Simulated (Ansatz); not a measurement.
```yaml
crystal:
  periodic: [false, false, false]
  atoms:
    - {symbol: Al, position_ang: [-0.425435, -0.001632, 0.000585]}
    - {symbol: Li, position_ang: [2.074727, 0.007960, -0.002852]}
    - {symbol: H, position_ang: [-1.454104, 1.224831, -0.000533]}
    - {symbol: H, position_ang: [-1.444656, -1.235952, 0.004518]}
basis:
  gaussian: {orbitals: def2-TZVP}
hamiltonian: {xc: pbe0}
relax: {f_tol: 0.004, max_steps: 80}
```

```sh
$ ansatz run in.yaml --threads 1 --pin off --events-out ev --progress --plain --max-ram 2176MiB
```

Steps of the relaxation (energy above the last step; positions in Å, forces in eV/Å):

```
4
step 1, 61.8 meV
Al   -0.425   -0.002    0.001   -0.532   -0.002    0.001
Li    2.075    0.008   -0.003    0.515    0.002   -0.001
H    -1.454    1.225   -0.001    0.007    0.353   -0.001
H    -1.445   -1.236    0.005    0.010   -0.353    0.001
```

```
4
step 2, 14.1 meV
Al   -0.533   -0.002    0.001    0.239    0.001    0.000
Li    2.169    0.008   -0.003   -0.177   -0.001    0.000
H    -1.448    1.343   -0.001   -0.031   -0.173    0.000
H    -1.437   -1.354    0.005   -0.032    0.172    0.000
```

```
4
step 3, 0.3 meV
Al   -0.498   -0.002    0.001    0.011    0.000    0.000
Li    2.153    0.008   -0.003   -0.038    0.000    0.000
H    -1.457    1.302   -0.001    0.014   -0.008    0.000
H    -1.447   -1.313    0.005    0.014    0.008    0.000
```

```
4
step 5, 0.0 meV
Al   -0.496   -0.002    0.001   -0.001    0.000    0.000
Li    2.143    0.008   -0.003    0.000    0.000    0.000
H    -1.453    1.302   -0.001    0.000   -0.001    0.000
H    -1.443   -1.313    0.005    0.000    0.001    0.000
```

Close pairs at the end: Al1–H3 1.618 Å, Al1–H4 1.618 Å, Al1–Li2 2.639 Å.

A stationary point of restricted PBE0 after 5 steps (its stability towards spin polarisation wasn't tested); no frequencies were run, so it isn't proven a minimum. 3 s on 1 thread of Intel Xeon 6975P-C, shared host.
